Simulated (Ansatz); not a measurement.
# CH₃NaS (SMILES C[S][Na]): one structure at several levels

One table from this session's results is given with a row withheld; the runs are named, their logs left out.

Computed with Ansatz 0.2.0, Gaussian basis. Level: single points in def2-TZVPP.

Correlated methods freeze the cores. The outer core shell of Li, Na, Mg and K is correlated. B3LYP uses VWN-RPA correlation.

## The starting structure

SMILES `C[S][Na]`, 6 atoms, charge 0, spin multiplicity 1.

Atoms are counted from 1 here; the program's logs count them from 0.

Bond lengths: C1–S2 1.837 Å, C1–H4 1.074 Å, C1–H5 1.094 Å, C1–H6 1.103 Å, S2–Na3 2.505 Å. Angles: S2–C1–H4 105.8°, S2–C1–H5 109.5°, S2–C1–H6 108.2°, H4–C1–H5 110.6°, H4–C1–H6 112.4°, H5–C1–H6 110.1°, C1–S2–Na3 115.4°.

Geometry (Å):

```xyz
6

C    -0.4333    0.3876   -0.4327
S    -0.1072   -1.1469    0.5239
Na    2.0782   -1.2057    1.7464
H    -1.3961    0.2504   -0.8878
H     0.3393    0.5133   -1.1971
H    -0.4171    1.2399    0.2672
```

Set-up of the first run:

Contents of run/in.yaml:

```yaml
crystal:
  periodic: [false, false, false]
  atoms:
    - {symbol: C, position_ang: [-0.433300, 0.387600, -0.432700]}
    - {symbol: S, position_ang: [-0.107200, -1.146900, 0.523900]}
    - {symbol: Na, position_ang: [2.078200, -1.205700, 1.746400]}
    - {symbol: H, position_ang: [-1.396100, 0.250400, -0.887800]}
    - {symbol: H, position_ang: [0.339300, 0.513300, -1.197100]}
    - {symbol: H, position_ang: [-0.417100, 1.239900, 0.267200]}
basis:
  gaussian: {orbitals: def2-TZVPP}
correlation: {method: ccsd_t}
output: {forces: true}
```

The command line of these runs was not kept.

Steps of the session up to this table: CCSD(T)/def2-TZVPP; PBE0-D4/def2-TZVPP; wB97M-V/def2-TZVPP; r2SCAN-D4/def2-TZVPP; PBE-D4/def2-TZVPP; B3LYP-D4/def2-TZVPP; r2SCANh-D4/def2-TZVPP.

One of the session's tables, all rows but one given; the rest of the session is left out.

| method | RMS force component (eV/Å) | angle to CCSD(T) forces (°) | dipole (D) |
| --- | --- | --- | --- |
| CCSD(T) | 0.356 | reference | 8.17 |
| PBE0-D4 | 0.377 | 14.2 | 7.76 |
| wB97M-V | 0.364 | 9.6 | 7.96 |
| r2SCAN-D4 | 0.352 | 5.6 | 7.85 |
| PBE-D4 | ? | ? | ? |
| B3LYP-D4 | 0.356 | 4.4 | 7.44 |
| r2SCANh-D4 | 0.357 | 10.0 | 7.98 |

Estimate the missing values for PBE-D4.

As computed: RMS force component (eV/Å): 0.382; angle to CCSD(T) forces (°): 16.8; dipole (D): 7.05. In the column «RMS force component (eV/Å)» it is the highest.
